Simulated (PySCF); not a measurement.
# How the method changes the constants of LiO

State: ²Π (doublet), unpaired electrons π ↑. Set-up: Li def2-SVP, O def2-SVP; no relativity (PySCF 2.14). De refers to Li + O in their high-spin ground configurations, without counterpoise correction. The functionals are run spin-unrestricted. A positive dipole means Li(−)O(+).

```json
{"Level": "UHF", "Re (Å)": "1.667", "ωe (cm⁻¹)": "888", "De (eV)": "1.68", "μ (D)": "-6.52"}
{"Level": "UHF-MP2", "Re (Å)": "1.678", "ωe (cm⁻¹)": "859", "De (eV)": "3.00", "μ (D)": "n/a"}
{"Level": "UHF-SCS-MP2", "Re (Å)": "1.678", "ωe (cm⁻¹)": "859", "De (eV)": "2.97", "μ (D)": "n/a"}
{"Level": "UHF-CCSD", "Re (Å)": "1.677", "ωe (cm⁻¹)": "859", "De (eV)": "2.90", "μ (D)": "n/a"}
{"Level": "UHF-CCSD(T)", "Re (Å)": "1.680", "ωe (cm⁻¹)": "852", "De (eV)": "2.93", "μ (D)": "n/a"}
{"Level": "PBE", "Re (Å)": "1.674", "ωe (cm⁻¹)": "837", "De (eV)": "3.62", "μ (D)": "-5.55"}
{"Level": "TPSS", "Re (Å)": "1.674", "ωe (cm⁻¹)": "841", "De (eV)": "3.45", "μ (D)": "-5.70"}
{"Level": "r²SCAN", "Re (Å)": "1.678", "ωe (cm⁻¹)": "845", "De (eV)": "3.51", "μ (D)": "-5.93"}
{"Level": "PBE0", "Re (Å)": "1.663", "ωe (cm⁻¹)": "868", "De (eV)": "3.34", "μ (D)": "-5.90"}
{"Level": "B97-3", "Re (Å)": "1.667", "ωe (cm⁻¹)": "865", "De (eV)": "3.51", "μ (D)": "-5.99"}
{"Level": "HSE06", "Re (Å)": "1.662", "ωe (cm⁻¹)": "867", "De (eV)": "3.35", "μ (D)": "-5.89"}
{"Level": "B2PLYP", "Re (Å)": "1.664", "ωe (cm⁻¹)": "868", "De (eV)": "3.35", "μ (D)": "-6.11"}
```

Task: Which functional lies closest to UHF-CCSD(T) in De, which farthest, and by how much do they differ from it?

Result: Closest is PBE0 (-1.7 pm in Re, +1.9 % in ωe, +0.41 eV in De against UHF-CCSD(T) in the same basis), farthest PBE (-0.6 pm in Re, -1.8 % in ωe, +0.69 eV in De). CCSD(T) converges more slowly with the basis than the functionals do and binds too weakly in this one, so the order can change at the basis-set limit.

Task: What does the step from GGA to meta-GGA do here, going from PBE to r²SCAN?

Result: r²SCAN less PBE: +0.4 pm in Re, +1.0 % in ωe, -0.11 eV in De. 

Task: What does second-order correlation do here, going from UHF to UHF-MP2?

Result: UHF-MP2 less UHF: +1.1 pm in Re, -3.3 % in ωe, +1.32 eV in De. Correlation nearly always deepens the well. The bond lengthens, as in strong covalent bonds, where excitations into antibonding orbitals dominate.

Correlated steps freeze 1 core orbital. Correlated levels converge slowly with the basis: in double zeta they bind strong bonds too weakly, by up to about 1 eV, and carry superposition errors of some tenths. B2PLYP dipoles, levels and charges come from its SCF part alone. The state was picked by a PBE0 search and need not be the measured ground state.
